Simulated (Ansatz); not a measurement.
Geometry optimisation, RKS PBE0-D4/STO-3G (Ansatz 0.2.0).

input.yaml

```yaml
crystal:
  periodic: [false, false, false]
  atoms:
    - { symbol: B, position_ang: [0.0, 0.0, 0.0] }
    - { symbol: H, position_ang: [0.0, 0.0, 1.19] }
    - { symbol: Cl, position_ang: [1.6108, 0.0, -0.93] }
    - { symbol: Cl, position_ang: [-1.6108, 0.0, -0.93] }
basis:
  gaussian: { orbitals: STO-3G }
hamiltonian:
  xc: pbe0
  dispersion: d4
relax:
  f_tol: 0.02
  max_steps: 40
output:
  orbitals: {}
```

Command:

```bash
$ ansatz run input.yaml --threads 1 --pin off --max-ram 2048MiB --backend cpu --events-out ev --progress --plain --runs-dir out
```

**Question.** Where does it end, and by what steps?

**Answer.** The forces met the threshold. Limits of this set-up: minimal basis. After 3 steps the energy has fallen by 0.268 eV; Cl3 moved furthest, 0.09 Å.

| step | energy less start (eV) | largest force component (eV/Å) | accepted |
| --- | --- | --- | --- |
| 0 | 0.0000 | 2.187 | yes |
| 1 | -0.2426 | 0.879 | yes |
| 2 | -0.2675 | 0.079 | yes |
| 3 | -0.2678 | 0.002 | yes |

```xyz
4
Properties=species:S:1:pos:R:3
B 0.000 0.000 -0.027
H 0.000 0.000 1.146
Cl 1.534 0.000 -0.894
Cl -1.534 0.000 -0.894
```

Run time: 2.7 s on 1 thread of Arm Neoverse V2 (shared host), peak memory 0.092 GiB.
